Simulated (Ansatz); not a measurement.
C3H5NO can be A, `NC1=COC1`, or B, `CCOC#N`.

Calculated with Ansatz (gas phase, PBE0-D4/def2-TZVP geometries, no zero-point term in ΔE). CCSD(T)/CBS adds triple-zeta CCSD(T) − MP2 to the extrapolated MP2 energy (def2 sets, frozen cores). Functionals use def2-TZVPP. B3LYP here is the variant with VWN-RPA as its local correlation; programs differ in this. One conformer a species, not always the lowest.

A:

Z-matrix (Å, degrees):
```
C
O 1 1.453
C 1 1.960 2 45.5
C 1 1.502 2 88.4 3 0.8
H 1 1.093 2 111.0 3 120.1
H 1 1.092 2 110.8 3 -116.2
H 3 1.081 1 169.1 2 -14.7
N 4 1.384 1 132.2 2 -172.8
H 8 1.011 4 113.5 1 -56.4
H 8 1.010 4 113.1 1 177.5
```

B:

```xyz
10

C    -0.223   -1.029   -0.407
C     0.191    0.392   -0.673
O    -0.407    1.314    0.286
C    -0.018    1.165    1.496
N     0.316    1.055    2.597
H     0.231   -1.682   -1.155
H    -1.307   -1.138   -0.464
H     0.114   -1.358    0.578
H     1.275    0.523   -0.626
H    -0.172    0.758   -1.631
```

Task: Which is lower in electronic energy at CCSD(T)/CBS, and by how much? (Best estimate.)

Result: Ansatz gave: B, by 25.1 kcal/mol.

Task: Give E(B) − E(A) in kcal/mol with LDA (SPW92), MP2/def2-TZVPP, B2PLYP, B3LYP, CCSD(T)/def2-TZVPP, BLYP-D4, PBE0-D4. (An estimate is asked.)

Result: Ansatz gave: LDA (SPW92) -12.3, MP2/def2-TZVPP -27.7, B2PLYP -28.1, B3LYP -26.5, CCSD(T)/def2-TZVPP -27.3, BLYP-D4 -26.9, PBE0-D4 -19.9. None reverses the order clearly.

Task: Does the order hold for the free energy at 298.15 K (harmonic terms from PBE0-D4)? (Best estimate.)

Result: Ansatz gave: Yes: G(B) − G(A) = -26.6 kcal/mol, for one conformer each.

Largest T1 diagnostic: 0.013.

Leaving LDA and LC-ωPBE aside and taking each functional with its dispersion term where it has one, the values, not all of them listed here, spread over 8.3 kcal/mol, from B2PLYP to HSE06-D4. LDA lies +7.9 kcal/mol from PBE without D4. From r2SCAN to r2SCAN0 (25 % exact exchange), in def2-TZVPP and without D4, E(B) − E(A) moves by +0.8 kcal/mol.
